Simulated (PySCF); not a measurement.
**Reading a saddle point**

A first-order saddle point of SiH5SF, closed shell, PBE0-D4/def2-TZVP, with one imaginary mode of 811i cm⁻¹:

```csv
atom,x (Å),y (Å),z (Å)
Si1,-0.5289,0.1460,-0.5831
F2,1.2407,-0.5257,-0.8076
H3,-1.0665,-1.0205,-1.3157
H4,-1.7397,0.7209,0.0904
H5,-0.0437,1.3291,-1.3364
H6,1.2301,-0.7267,0.4394
S7,0.2507,-0.5797,1.5879
H8,0.6572,0.6568,1.9250
```

Computed with PySCF 2.14 with density fitting (its default auxiliary sets; JK sets also for MP2 and CCSD(T)) (basis: def2-TZVPP and def2-QZVPP); correlated methods freeze the cores. Extrapolation: Hartree–Fock as exp(−7.88 √X), correlation as X^−2.97.

**Question.** Which contacts change along the imaginary mode, and what lies on either side? (A judgement: the text doesn't fix the answer.)

**Answer.** The calculation gives: The step is SiH₃F ([F][SiH3]) + H₂S → SiH₄S ([SiH3][SH]) + HF, with the molecules in contact on both sides. Shortening one way: Si1–S7, F2–H6; lengthening the same way: Si1–F2, H6–S7.
```json
{"pair": "Si1–S7", "one side (Å)": "3.73", "saddle (Å)": "2.42", "other side (Å)": "2.16"}
{"pair": "F2–H6", "one side (Å)": "2.62", "saddle (Å)": "1.26", "other side (Å)": "0.94"}
{"pair": "Si1–F2", "one side (Å)": "1.61", "saddle (Å)": "1.91", "other side (Å)": "3.68"}
{"pair": "H6–S7", "one side (Å)": "1.34", "saddle (Å)": "1.52", "other side (Å)": "2.21"}
```

**Question.** Which side is lower, and how far does the saddle lie above each? (Judge from chemistry; the value comes from the calculation.)

**Answer.** By the calculation: The side with Si1–F2, H6–S7 short is lower by 13.81 kcal/mol; the saddle lies 45.33 kcal/mol above it and 31.52 kcal/mol above the other (CCSD(T) at an estimated basis limit (MP2 extrapolated from triple and quadruple zeta, plus CCSD(T) − MP2 in triple zeta); electronic energies).

The T1 diagnostic stays at or below 0.013.

Labels in which every atom is bracketed show which atoms are joined, not bond orders.

For scale, one of the runs: CCSD(T)/def2-TZVPP, 185 basis functions, launched by `OMP_NUM_THREADS=4 python run.py`. The run took 7.6 min on 4 CPU threads of an Intel Xeon (shared host), with 1.9 GiB of host memory at its peak.
